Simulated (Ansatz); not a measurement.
Input for Ansatz (development build ahead of 0.2.0):

```yaml
crystal:
  periodic: [false, false, false]
  atoms:
    - { symbol: Si, position_ang: [0.0, 0.0, 0.0] }
    - { symbol: O, position_ang: [0.0, 2.5647, 0.0] }
    - { symbol: Al, position_ang: [0.0, -3.3617, 0.0] }
basis:
  gaussian: { orbitals: pcseg-2 }
magnetization:
  initial_magnetization: 3
hamiltonian:
  xc: hf
```

The input is written out in the form of the current development build from the run's settings.

Output:

```
Converged                       : yes
Total energy                    : -605.50499 hartree
Spin squared of the determinant : 3.750
Stability test                  : minimum among restricted orbitals
```

Caution: an unrestricted determinant lies well below; other spin multiplicities may lie lower.
